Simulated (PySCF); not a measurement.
Work out the structure from these simulated measurements.

Formula: N2H2.

| Property | Result |
| --- | --- |
| Couplings | largest of the computed one-bond spin–spin couplings (means over like bonds): 15N–1H -35.7 (×2), 15N–15N -21.0 Hz [B3LYP/pcJ-1] |
| NMR, other nuclei | isotropic shieldings of nuclei other than C and H, by class: -423 (2 N) ppm [GIAO PBE0/pcSseg-1] |
| Dipole | 0.00 D [PBE0/pcSseg-1] |
| Rotational structure | rotational constants A, B, C: 300.627, 40.035, 35.330 GHz [PBE0-D3(BJ)/def2-SVP] |
| 1H NMR | chemical shifts (computed TMS as zero) by class: 18.04 (2 H) ppm [GIAO PBE0/pcSseg-1] |
| XPS | N1s 407.4 (×2) eV [ΔSCF SCAN, pcX-2 on the ionised atom, pcseg-1 elsewhere, spin-free X2C] |

The electronic properties come from PySCF, for the isolated species, density fitting. Levels stand in brackets. Geometry: PBE0-D3(BJ)/def2-SVP; no solvent, vibrations or thermal averaging. NMR classes are plain means over equivalent atoms (diastereotopic ones count apart unless rotation or inversion swaps them), as if these changed places fast.

**Question.** Give a SMILES that accounts for the data.

**Answer.** Its formula, N2H2, gives 1 degree of unsaturation: 0 rings and 1 π bond in the structure found. All hydrogens form one class (18.04 ppm): N–H hydrogen. The other shieldings belong to: -423 ppm, azo nitrogen. The couplings run between: -35.7 Hz, azo nitrogen and its hydrogen (with 1 like pair); -21.0 Hz, azo nitrogen and azo nitrogen. The core levels belong to: N1s 407.4 eV, azo nitrogen. The vanishing dipole is forced by symmetry. The optimised geometry has point group C2h and is an asymmetric top. Structure: (E)-diazene (`[H]/N=N/[H]`).
